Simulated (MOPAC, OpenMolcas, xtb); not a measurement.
## A ladder of methods for AlH2S (SMILES [AlH][SH])

The species is AlH2S (4 atoms), meant as a doublet with charge 0. SMILES: `[AlH][SH]`. The shape comes from GFN2-xTB, which is rough for such elements, and wasn't checked as a minimum.

```xyz
4

Al    0.0204   -1.0177   -0.2871
S     0.9291    0.9979   -0.1091
H    -0.7808   -1.5874    0.9406
H    -0.1687    1.6072   -0.5445
```

Quantity: the dipole moment, in D. The values are calculated.

```
             level            kind     program  value (D)   CPU time
               PM3  semi-empirical       MOPAC       4.01  under 2 s
               PM6  semi-empirical       MOPAC       2.10  under 2 s
               PM7  semi-empirical       MOPAC       1.71  under 2 s
          GFN2-xTB  semi-empirical         xtb       2.43  under 2 s
       ROHF/STO-3G    Hartree–Fock  OpenMolcas       2.81        2 s
UHF/ANO-R0 (sfX2C)    Hartree–Fock  OpenMolcas       2.32        2 s
        UHF/STO-3G    Hartree–Fock  OpenMolcas       2.78      1.8 s
     USVWN5/STO-3G             LDA  OpenMolcas       1.82      4.4 s
       UPBE/STO-3G             GGA  OpenMolcas       1.90      5.3 s
   U-r2SCAN/STO-3G        meta-GGA  OpenMolcas       2.14      7.2 s
```

The values span 1.71 to 4.01 D. Spin contamination of the reference (⟨S²⟩ at least 0.1 too high) touches PM3. Sets without polarisation functions give poor dipoles. Times are those of the runs behind each value, whatever else they computed, on shared processors of several kinds: orders of magnitude only.
